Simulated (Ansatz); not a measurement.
# C₅H₁₁Cl: vertical ionisation energy

An exercise on one series of results from a longer session: the logs are not shown, and one member is left open.

The runs use Ansatz 0.2.0, Gaussian basis; unrestricted cation, the program's frozen cores in correlated methods.

Plan: UKS PBE-D4/def2-TZVPP; UKS r2SCAN-D4/def2-TZVPP; UKS PBE0-D4/def2-TZVPP; UKS B3LYP-D4/def2-TZVPP; UKS wB97X-V/def2-TZVPP; UKS wB97M-V/def2-TZVPP; UKS B2PLYP/def2-TZVPP; UHF-CCSD(T)/def2-TZVPP; UHF-MP2/def2-QZVPP; extrapolation to the limit; then −ε(HOMO) from the neutral's earlier runs with LDA (SPW92), PBE-D4, revPBE-D4, BLYP-D4, r2SCAN-D4, B97M-V, PBE0-D4, B3LYP-D4, r2SCANh-D4, r2SCAN0-D4, HSE06-D4, BHLYP-D4, CAM-B3LYP-D4, LC-ωPBE, ωB97X-V, ωB97M-V.

## The relaxed structure

An earlier PBE0-D4 in a triple-zeta def2 set relaxation fixed the geometry.

SMILES `CCCCCCl`, 17 atoms, charge 0, spin multiplicity 1.

Atoms are counted from 1 here; the program's logs count them from 0.

Bond lengths: C1–C2 1.519 Å, C1–H7 1.093 Å, C1–H8 1.092 Å, C1–H9 1.094 Å, C2–C3 1.520 Å, C2–H10 1.096 Å, C2–H11 1.096 Å, C3–C4 1.518 Å, C3–H12 1.095 Å, C3–H13 1.098 Å, C4–C5 1.511 Å, C4–H14 1.098 Å, C4–H15 1.095 Å, C5–Cl6 1.790 Å, C5–H16 1.089 Å, C5–H17 1.091 Å. Angles: C2–C1–H7 111.1°, C2–C1–H8 111.6°, C2–C1–H9 111.1°, H7–C1–H8 107.7°, H7–C1–H9 107.5°, H8–C1–H9 107.7°, C1–C2–C3 112.9°, C1–C2–H10 109.6°, C1–C2–H11 109.6°, C3–C2–H10 109.4°, C3–C2–H11 109.1°, H10–C2–H11 106.0°, C2–C3–C4 112.9°, C2–C3–H12 109.5°, C2–C3–H13 109.4°, C4–C3–H12 109.3°, C4–C3–H13 109.3°, H12–C3–H13 106.2° and more.

As a file:

```mol
C5H11Cl
  3D, bonds by distance, orders not assigned

 17 16  0  0  0  0  0  0  0  0999 V2000
   -1.5577   -1.6432   -1.1936 C   0  0
   -0.8811   -1.0813    0.0444 C   0  0
    0.0607    0.0694   -0.2686 C   0  0
    0.7382    0.6327    0.9678 C   0  0
    1.6881    1.7743    0.6919 C   0  0
    0.8422    3.2244    0.0706 Cl  0  0
   -2.1441   -0.8742   -1.7039 H   0  0
   -2.2322   -2.4654   -0.9447 H   0  0
   -0.8210   -2.0220   -1.9076 H   0  0
   -0.3264   -1.8775    0.5548 H   0  0
   -1.6414   -0.7389    0.7558 H   0  0
   -0.4929    0.8681   -0.7728 H   0  0
    0.8260   -0.2682   -0.9791 H   0  0
    1.3216   -0.1571    1.4586 H   0  0
   -0.0140    0.9595    1.6933 H   0  0
    2.2056    2.0926    1.5959 H   0  0
    2.4285    1.5067   -0.0628 H   0  0
  1  2  8  0
  2  3  8  0
  3  4  8  0
  4  5  8  0
  5  6  8  0
  1  7  8  0
  1  8  8  0
  1  9  8  0
  2 10  8  0
  2 11  8  0
  3 12  8  0
  3 13  8  0
  4 14  8  0
  4 15  8  0
  5 16  8  0
  5 17  8  0
M  END
```

The first run:

in.yaml reads:

```yaml
crystal:
  periodic: [false, false, false]
  atoms:
    - {symbol: C, position_ang: [-1.557665, -1.643160, -1.193554]}
    - {symbol: C, position_ang: [-0.881092, -1.081282, 0.044377]}
    - {symbol: C, position_ang: [0.060696, 0.069414, -0.268598]}
    - {symbol: C, position_ang: [0.738156, 0.632691, 0.967757]}
    - {symbol: C, position_ang: [1.688082, 1.774295, 0.691919]}
    - {symbol: Cl, position_ang: [0.842202, 3.224389, 0.070570]}
    - {symbol: H, position_ang: [-2.144087, -0.874170, -1.703875]}
    - {symbol: H, position_ang: [-2.232195, -2.465440, -0.944715]}
    - {symbol: H, position_ang: [-0.820979, -2.022017, -1.907558]}
    - {symbol: H, position_ang: [-0.326411, -1.877542, 0.554794]}
    - {symbol: H, position_ang: [-1.641426, -0.738870, 0.755836]}
    - {symbol: H, position_ang: [-0.492947, 0.868132, -0.772793]}
    - {symbol: H, position_ang: [0.826022, -0.268234, -0.979144]}
    - {symbol: H, position_ang: [1.321588, -0.157094, 1.458641]}
    - {symbol: H, position_ang: [-0.013963, 0.959543, 1.693293]}
    - {symbol: H, position_ang: [2.205566, 2.092642, 1.595876]}
    - {symbol: H, position_ang: [2.428472, 1.506715, -0.062826]}
basis:
  gaussian: {orbitals: def2-TZVPP}
total_charge: 1
magnetization: {spin_polarized: true, initial_magnetization: 1}
hamiltonian: {xc: pbe, dispersion: d4}
```

On the command line:

```console
$ ansatz run in.yaml --threads 2 --pin off --events-out ev --progress --plain --max-ram 22528MiB --backend cuda --devices 0, --max-vram 18GiB
```

Steps of the session up to this table: Cation, UKS PBE-D4/def2-TZVPP; Cation, UKS r2SCAN-D4/def2-TZVPP; Cation, UKS PBE0-D4/def2-TZVPP; Cation, UKS B3LYP-D4/def2-TZVPP; Cation, UKS wB97X-V/def2-TZVPP; Cation, UKS wB97M-V/def2-TZVPP; Cation, UKS B2PLYP (frozen core)/def2-TZVPP; Cation, UHF-CCSD(T)/def2-TZVPP; Cation, UHF-MP2/def2-QZVPP.

One of the session's tables, all rows but one given; the rest of the session is left out.

It belongs to the step «Ionisation energies side by side». For comparison, −ε(HOMO) of the neutral from earlier runs:

```
  functional  −ε(HOMO) (eV)
 LDA (SPW92)           6.91
      PBE-D4           6.80
   revPBE-D4           6.75
     BLYP-D4           6.67
   r2SCAN-D4           7.12
      B97M-V           7.25
     PBE0-D4           8.21
    B3LYP-D4           7.96
  r2SCANh-D4           7.64
  r2SCAN0-D4           8.42
    HSE06-D4           7.81
    BHLYP-D4              ?
CAM-B3LYP-D4           9.62
     LC-ωPBE          11.05
     ωB97X-V          10.68
     ωB97M-V          10.53
```

Estimate the missing values for BHLYP-D4.

Worked estimate for «−ε(HOMO) (eV)». Against the share of exact exchange, BLYP-D4 (0, 6.67), B3LYP-D4 (0.2, 7.96) give a slope of 6.45 per unit share; at 0.5 the line stands at 9.89.

**Answer.** −ε(HOMO) (eV): 9.51. In «−ε(HOMO) (eV)» the line misses by +0.38.

To keep in mind: The cation may have settled in a state other than its lowest; no search over hole states beyond the program's own was made.
